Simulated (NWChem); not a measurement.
Molecule: hydrogen chloride (HCl); SMILES Cl

Computed with NWChem. Pople sets run with spherical d functions. Structure relaxed at the PBE0/def2-SVP level. Total energies compare along this basis series because the functional is fixed.

| level | basis functions | energy (Ha) | highest occupied level (eV) | orbital gap (eV) | dipole (D) |
|---|---|---|---|---|---|
| B3LYP/STO-3G | 10 | -455.7585 | -7.29 | 12.15 | 1.66 |
| B3LYP/3-21G | 15 | -458.5886 | -9.06 | 9.52 | 1.76 |
| B3LYP/6-31G* | 20 | -460.7923 | -9.02 | 9.34 | 1.47 |
| B3LYP/6-31+G* | 24 | -460.7947 | -9.19 | 8.75 | 1.50 |
| B3LYP/def2-SVP | 23 | -460.6701 | -8.64 | 9.21 | 1.31 |
| B3LYP/def2-SVPD | 35 | -460.6831 | -9.26 | 8.84 | 1.13 |
| B3LYP/def2-TZVP | 43 | -460.8351 | -9.11 | 9.02 | 1.24 |
| B3LYP/6-311++G** | 37 | -460.8340 | -9.22 | 8.46 | 1.40 |
| B3LYP/aug-cc-pVTZ | 73 | -460.8443 | -9.23 | 8.47 | 1.12 |
